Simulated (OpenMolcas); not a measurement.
# N2H (dinitrogen monohydride): levels of theory compared

Wanted: a comparison of 6 runs (U-r2SCAN/STO-3G, UB3LYP/STO-3G, UPBE0/STO-3G, USVWN5/STO-3G, ROMP2/STO-3G, ROCCSD(T)/STO-3G) of N2H (dinitrogen monohydride). 

The results are computed with OpenMolcas 26.06.

## 1. Starting point

The species is N2H (3 atoms), meant as a doublet with charge 0. SMILES: `[N]=N`. Geometry: relaxed at PBE0-D4/def2-TZVP.

Bond lengths: N1–N2 1.165 Å, N2–H3 1.057 Å. Angles: N1–N2–H3 117.5°.

## 2. The energy at U-r2SCAN/STO-3G (run 1)

The input, input.xyz:

```xyz
3

N      0.710530    -0.606720     0.326180
N     -0.268660    -0.217710    -0.170100
H     -0.441870     0.824430    -0.156080
```

The input, run.input:

```
&GATEWAY
  BASLIB
  $CurrDir
  COORD
  input.xyz
  BASIS
  STO-3G
  GROUP
  NoSym

&SEWARD
  GRIDINPUT
  Grid=UltraFine
  End of Grid

&SCF
  UHF
  SPIN
  2
  KSDFT
  2
  1.0 MGGA_X_R2SCAN
  1.0 MGGA_C_R2SCAN
  THRESHOLDS
  1e-10 1e-07 1e-07 1e-05
  PRORBITALS
  1 1
```

The basis set STO-3G is read from a file made from the Basis Set Exchange's data (not shown).

Launch:

```sh
$ export MOLCAS_MEM=1860
$ pymolcas run.input > run.log
```

Log:

```text
--- Start Module: gateway ---
[...]
--- Stop Module: gateway /rc=_RC_ALL_IS_WELL_ ---
--- Start Module: seward ---
[...]
      Basis functions           11
--- Stop Module: seward /rc=_RC_ALL_IS_WELL_ ---
--- Start Module: scf ---
[...]
       Convergence after  13 Iterations
[...]
::    Total KS-DFT energy                            -108.5147528045
[...]
      Total spin, S                                     0.5016959820
[...]
      Total electronic charge=   15.000000
      Total            charge=   -0.000000
[...]
      Dipole Moment (debye):
      Origin of the operator (angstrom)=    0.1979   -0.3693    0.0699
                   X= -5.8405E-01               Y=  1.6882E+00               Z= -1.4370E-01           Total=  1.7922E+00
      Quadrupole Moment (debye*angstrom):
[...]
--- Stop Module: scf /rc=_RC_ALL_IS_WELL_ ---
[...]
```

It took 5.4 s on 1 thread of Arm Neoverse V1, shared host; peak memory 0.37 GiB.

## 3. A single-point energy at UB3LYP/STO-3G (run 2)

input.xyz is that of step 2.

The input, run.input:

```
* HN2 Kohn-Sham DFT

&GATEWAY
 BASLIB = $CurrDir
 COORD = input.xyz
 BASIS = STO-3G
 GROUP = NoSym

&SEWARD
 GRIDINPUT
 Grid=UltraFine
 End of Grid

&SCF
 UHF
 SPIN = 2
 KSDFT = B3LYP
 THRESHOLDS = 1e-10 1e-07 1e-07 1e-05
 PRORBITALS = 1 1
```

The basis set STO-3G is read from a file made from the Basis Set Exchange's data (not shown).

Launch:

```sh
$ export MOLCAS_MEM=1860
$ pymolcas run.input > run.log
```

Log:

```text
--- Start Module: gateway ---
[...]
--- Stop Module: gateway /rc=_RC_ALL_IS_WELL_ ---
--- Start Module: seward ---
[...]
      Basis functions           11
--- Stop Module: seward /rc=_RC_ALL_IS_WELL_ ---
--- Start Module: scf ---
[...]
       Convergence after  12 Iterations
[...]
::    Total KS-DFT energy                            -108.5468083101
[...]
      Total spin, S                                     0.5015337015
[...]
      Total electronic charge=   15.000000
      Total            charge=   -0.000000
[...]
      Dipole Moment (debye):
      Origin of the operator (angstrom)=    0.1979   -0.3693    0.0699
                   X= -5.8329E-01               Y=  1.7013E+00               Z= -1.4191E-01           Total=  1.8041E+00
      Quadrupole Moment (debye*angstrom):
[...]
--- Stop Module: scf /rc=_RC_ALL_IS_WELL_ ---
[...]
```

Wall time 4.5 s (1 thread of Arm Neoverse V1, shared host); peak memory 0.37 GiB.

Runs 3 to 5 aren't shown in full; the table further down has their settings and results.

## 4. The energy at ROCCSD(T)/STO-3G (run 6)

input.xyz is that of step 3.

The input, run.inp:

```
>>> EXPORT MOLCAS_PRINT=2
&gateway
baslib
$CurrDir
coord
input.xyz
basis
STO-3G
group
NoSym
&seward
&scf
uhf
spin
2
thresholds
1e-10 1e-07 1e-07 1e-05
prorbitals
1 1
&rasscf
fileorb
$Project.UnaOrb
spin
2
nactel
1 0 0
inactive
7
ras2
1
outorbitals
Canonical
orblisting
Nothing
&motra
jobiph
frozen
2
&ccsdt
cct
triples
3
iterations
80
accuracy
1e-08
extrapolation
5 4
```

The basis set STO-3G is read from a file made from the Basis Set Exchange's data (not shown).

Launch:

```sh
$ export MOLCAS_MEM=1860
$ pymolcas run.inp > run.log
```

Log:

```text
--- Start Module: gateway ---
[...]
--- Stop Module: gateway /rc=_RC_ALL_IS_WELL_ ---
[...]
      Basis functions           11
[...]
       Convergence after  22 Iterations
[...]
::    Total SCF energy                               -107.9865884244
[...]
      Total spin, S                                     0.5825889368
[...]
      Number of active orbitals                  1
[...]
      Spin quantum number                      0.5
[...]
      Active orbitals                            1
[...]
      Number of CSFs                             1
[...]
      Number of root(s) required                 1
[...]
      Convergence after 10 iterations
[...]
      printout of CI-coefficients larger than  0.05 for root  1
      energy=    -107.979815
      conf/sym  1     Coeff  Weight
             1  u   1.00000 1.00000
      Natural orbitals and occupation numbers for root  1
      sym 1:   1.000000
      ************************************************************************************************************************
      *                                                    Final results                                                     *
[...]
::    RASSCF root number  1 Total energy:   -107.97981546
[...]
      Total electronic charge=   15.000000
      Total            charge=    0.000000
[...]
      Dipole Moment (debye):
      Origin of the operator (angstrom)=    0.1979   -0.3693    0.0699
                   X= -3.8906E-01               Y=  1.7846E+00               Z= -2.6691E-02           Total=  1.8267E+00
      Quadrupole Moment (debye*angstrom):
[...]
--- Start Module: motra ---
[...]
--- Start Module: ccsdt ---
[...]
      Convergence after                    17  Iterations
      Total energy (diff) :    -108.11419607       0.00000000
[...]
 METHOD                       : CCSD+T(CCSD)+<T3(1)WT1>+<T3(1)UT2> = CCSD(T)
[...]
       CCSD     =      -108.1141960696093
[...]
```

Run time: 2.7 s. Hardware: 1 thread of Arm Neoverse V1, shared host; peak memory 0.37 GiB.

## 5. All runs side by side

```
run             level  integration grid  frozen core orbitals  energy (Eh)  dipole moment (D)  HOMO energy (eV)  LUMO energy (eV)  wall time
  1   U-r2SCAN/STO-3G         UltraFine                     –  -108.514753               1.79             -2.49              0.27      5.4 s
  2     UB3LYP/STO-3G         UltraFine                     –  -108.546808               1.80             -3.55              0.95      4.5 s
  3      UPBE0/STO-3G         UltraFine                     –  -108.445850               1.83             -3.84              1.37      3.9 s
  4     USVWN5/STO-3G         UltraFine                     –  -107.647219               1.87             -1.72             -0.19      3.6 s
  5      ROMP2/STO-3G                 –                     2  -108.099704                  –                 –                 –      2.6 s
  6  ROCCSD(T)/STO-3G                 –                     2  -108.119154                  –                 –                 –      2.7 s
```

## 6. What came out

| quantity | value |
| --- | --- |
| run 6: total energy | -108.11915 Eh |
| run 6: (T) correction | -4.96 mEh |

Over runs 1, 2, 3, 4 the dipole moment (its size) runs from 1.79 D (U-r2SCAN/STO-3G) to 1.87 D (USVWN5/STO-3G). Totals of different functionals can't be ranked against each other. In runs 1, 2, 3, 4, 5, 6 the basis is minimal, so the values are rough. All runs together took 23 s, the longest 5.4 s.
